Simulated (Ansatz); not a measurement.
Coupled-cluster run, `C=CC(=C)N`.

```yaml
crystal:
  periodic: [false, false, false]
  atoms:
    - {symbol: C, position_ang: [-1.794020, 0.422787, 0.582441]}
    - {symbol: C, position_ang: [-0.489199, 0.317112, 0.821458]}
    - {symbol: C, position_ang: [0.515607, -0.162762, -0.124475]}
    - {symbol: C, position_ang: [1.771446, -0.389188, 0.291276]}
    - {symbol: N, position_ang: [0.079024, -0.420261, -1.415758]}
    - {symbol: H, position_ang: [-2.470792, 0.795872, 1.341003]}
    - {symbol: H, position_ang: [-2.237217, 0.116580, -0.358707]}
    - {symbol: H, position_ang: [-0.098545, 0.603639, 1.792624]}
    - {symbol: H, position_ang: [2.034475, -0.252274, 1.330645]}
    - {symbol: H, position_ang: [2.543341, -0.743781, -0.381587]}
    - {symbol: H, position_ang: [-0.596710, 0.240790, -1.766194]}
    - {symbol: H, position_ang: [0.819589, -0.583815, -2.078924]}
basis:
  gaussian: {orbitals: def2-SVP}
correlation: {method: ccsd_t}
```

```sh
$ ansatz run in.yaml --threads 4 --pin off --events-out ev --progress --plain
```

Log, shortened:

```
Functional definition: HF
1089 factors; integrals over basis functions are off by at most 1.6e-3 eV
mean field evaluation 1: about -5705.8140 eV, gradient 3.3e1 eV
mean field evaluation 2: about -5705.8222 eV, gradient 3.3e1 eV
mean field evaluation 4: about -5708.9442 eV, gradient 3.2e0 eV
mean field evaluation 8: about -5708.9782 eV, gradient 2.4e-4 eV
mean field -5708.97815887 eV, -209.8010776541 hartree, gradient 1.4e-6 eV, S^2 0.000000; 0 other end points of the search recorded, 0 dependent functions left out; unrestricted orbitals would lower it
5 core orbitals not correlated: weight in the atoms' cores, before any rotation towards them, 1.000 or more for the frozen orbitals, at most 0.000 for the correlated occupied ones
reference -5708.97815887 eV, -209.8010776541 hartree; 14, 14 occupied and 86, 86 virtual orbitals, 1089 factors
second order -19.10953375 eV of doubles, -0.00000000 eV of singles
cycle   1  -19.81521623 eV  change   -7.1e-1 eV  update   9.8e-2
cycle   2  -20.34435000 eV  change   -5.3e-1 eV  update   3.3e-2
cycle   3  -20.47087292 eV  change   -1.3e-1 eV  update   1.6e-2
cycle   4  -20.47017766 eV  change    7.0e-4 eV  update   4.5e-3
cycle   5  -20.47034779 eV  change   -1.7e-4 eV  update   1.7e-3
cycle   6  -20.47035601 eV  change   -8.2e-6 eV  update   4.9e-4
cycle   7  -20.47018814 eV  change    1.7e-4 eV  update   2.2e-4
cycle   8  -20.47018109 eV  change    7.0e-6 eV  update   8.9e-5
cycle   9  -20.47017491 eV  change    6.2e-6 eV  update   4.1e-5
cycle  10  -20.47015872 eV  change    1.6e-5 eV  update   1.3e-5
perturbative correction -0.74043632 eV, -0.0272105327 hartree
Total energy: -5730.18875391 eV, -210.5805526446 hartree
```

It took 3.5 s on 4 threads of a server CPU on a shared host, with 0.53 GiB of host memory at the peak.

MP2 recovers 90.1 % of the CCSD(T) correlation energy and the triples give 3.5 %; T1 = 0.0116.
